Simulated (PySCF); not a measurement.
Rock-salt MgO: correlation energy from several methods in one and the same small orbital space (PySCF; 2 atoms at the zone centre, 8 electrons in 17 orbitals, empty ones MP2 natural orbitals of a TZ basis, lattice constant set to 4.83805 Å). Its volume lies 51 % above that of the crystal's usual cell. It tests the methods against each other and lies far from the crystal's limit.

| method | E_corr (eV per atom) | share of full CI (%) | error (meV) |
|---|---|---|---|
| MP2 | -2.7062 | 88.6 | 348 |
| CCSD | -2.9587 | 96.9 | 95 |
| CCSD(T) | -3.0173 | 98.8 | 37 |
| CCSDT | -3.0425 | 99.6 | 11 |
| CCSDT(Q) | -3.0531 | 100.0 | 1 |
| CCSDTQ | -3.0531 | 100.0 | 1 |
| full CI | -3.0540 | 100.0 | 0 |

The Hartree–Fock determinant has a weight of 0.87 in the full CI state.

MP2, (T) and (Q) use filled levels shifted down by the Madelung term, which in so small a cell is a large part of the gap, so these rows hang on it.
